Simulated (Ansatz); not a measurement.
Input for Ansatz (development build ahead of 0.2.0):

```yaml
crystal:
  periodic: [false, false, false]
  atoms:
    - { symbol: C, position_ang: [0.0, -0.02728, -0.597] }
    - { symbol: O, position_ang: [0.0, -0.06038, 0.6881] }
    - { symbol: H, position_ang: [0.0, -0.98316, -0.93009] }
    - { symbol: H, position_ang: [-0.82331, 0.42852, -0.98912] }
    - { symbol: H, position_ang: [0.82331, 0.42852, -0.98912] }
    - { symbol: H, position_ang: [0.0, 0.7728, 0.98555] }
basis:
  gaussian: { orbitals: def2-TZVP }
hamiltonian:
  xc: hf
```

The input is written out in the form of the current development build from the run's settings.

Results

* Converged: yes
* Total energy: -115.06533 hartree
* Spin squared of the determinant: 0.000

Caution: no unrestricted run beside it, a lower state can exist.
